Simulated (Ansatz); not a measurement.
# C2N− (triplet): geometry and frequencies at several levels

One table from this session's results is given with a row withheld; the runs are named, their logs left out.

Method: the levels named in each step, in Ansatz 0.2.0.

## Starting point

Bond lengths: C1–C2 1.325 Å, C2–N3 1.214 Å. Angles: C1–C2–N3 180.0°.

Structure file:

```xyz
3

C     0.0000    0.0000   -1.2884
C     0.0000    0.0000    0.0370
N     0.0000    0.0000    1.2514
```

The first run:

input.yaml reads:

```yaml
crystal:
  periodic: [false, false, false]
  atoms:
    - { symbol: C, position_ang: [0.0, 0.0, -1.28844] }
    - { symbol: C, position_ang: [0.0, 0.0, 0.03703] }
    - { symbol: "N", position_ang: [0.0, 0.0, 1.25141] }
magnetization:
  spin_polarized: true
  initial_magnetization: 2
total_charge: -1
basis:
  gaussian: { orbitals: def2-SVPD }
hamiltonian:
  xc: pbe
  dispersion: d4
relax:
  f_tol: 0.03
  max_steps: 200
```

Run with:

```
$ ansatz run input.yaml --threads 2 --pin off --max-ram 5120MiB --backend cpu --events-out ev --progress --plain --runs-dir out
```

Among the steps run: A rough first relaxation, PBE-D4/def2-SVPD; Relaxation, PBE0-D4/def2-TZVPPD; Frequencies, PBE0-D4/def2-TZVPPD; Relaxation, PBE-D4/def2-TZVPPD; Frequencies, PBE-D4/def2-TZVPPD; Relaxation, r2SCAN-D4/def2-TZVPPD; Frequencies, r2SCAN-D4/def2-TZVPPD; Relaxation, B3LYP-D4/def2-TZVPPD; Frequencies, B3LYP-D4/def2-TZVPPD; Relaxation, B2PLYP/def2-TZVPPD.

One of the session's tables, all rows but one given; the rest of the session is left out.

It belongs to the step «Geometries side by side». 

| level | C1–C2 (Å) | C2–N3 (Å) | rotational constants (MHz) | highest frequency (cm⁻¹) |
| --- | --- | --- | --- | --- |
| PBE0-D4/def2-TZVPPD | ? | ? | ? | ? |
| PBE-D4/def2-TZVPPD | 1.3537 | 1.2187 | 11816 | 1744 |
| r2SCAN-D4/def2-TZVPPD | 1.3494 | 1.2084 | 11952 | 1779 |
| B3LYP-D4/def2-TZVPPD | 1.3431 | 1.2068 | 12026 | 1755 |
| B2PLYP/def2-TZVPPD | 1.3527 | 1.2033 | 11969 | - |

Estimate the missing values for PBE0-D4/def2-TZVPPD.

**Answer.** C1–C2 (Å): 1.3477; C2–N3 (Å): 1.2033; rotational constants (MHz): 12016; highest frequency (cm⁻¹): 1789. In the column «C1–C2 (Å)» it lies between B3LYP-D4/def2-TZVPPD (1.3431) and r2SCAN-D4/def2-TZVPPD (1.3494).
